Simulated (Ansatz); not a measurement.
# Reading a saddle point

A first-order saddle point of CH6FSi, doublet, PBE0-D4/def2-TZVP, with one imaginary mode of 1139i cm⁻¹:

F1  (-1.040, -0.325, 1.571)
Si2  (-0.338, -0.712, -0.238)
C3  (0.786, 0.731, -0.589)
H4  (-1.353, 0.010, 2.581)
H5  (-1.492, -0.790, -1.166)
H6  (0.380, -2.008, -0.178)
H7  (0.226, 1.668, -0.559)
H8  (1.248, 0.641, -1.576)
H9  (1.582, 0.786, 0.156)
(Å)

Program: Ansatz 0.2.0. Basis: def2-TZVPP and def2-QZVPP. Cores are frozen in the correlated methods; orbitals are unrestricted. Extrapolation: Hartree–Fock as exp(−7.88 √X), correlation as X^−2.97.

Task: Which contacts change along the imaginary mode, and what lies on either side? (A judgement: the text doesn't fix the answer.)

Result: Computed: The step is CH₅FSi ([CH3][SiH2][F]) + H → CH₅Si ([CH3][SiH2]) + HF, with the molecules in contact on both sides. Shortening one way: F1–H4; lengthening the same way: F1–Si2.
```
  pair  one side (Å)  saddle (Å)  other side (Å)
 F1–H4          3.32        1.11            0.94
F1–Si2          1.60        1.98            3.35
```

Task: Which side is lower, and how far does the saddle lie above each? (An estimate is asked for; the value comes from the calculation.)

Result: The calculation gives: The side with F1–Si2 short is lower by 55.9 kJ/mol; the saddle lies 198.1 kJ/mol above it and 142.2 kJ/mol above the other (CCSD(T) at an estimated basis limit (MP2 extrapolated from triple and quadruple zeta, plus CCSD(T) − MP2 in triple zeta); electronic energies).

The T1 diagnostic stays at or below 0.024. ⟨S²⟩ of the unrestricted Hartree–Fock references: 0.75 to 0.77 (a pure state has 0.75).

Radical steps of this kind take place in plasma deposition and etching.

Labels in which every atom is bracketed show which atoms are joined, not bond orders.

For scale, one of the runs: CCSD(T)/def2-TZVPP, 188 basis functions (an equivalent command: `ansatz run in.yaml --threads 4`). The run took 100 s on 4 CPU threads (shared host), with 5 GiB of host memory at its peak.
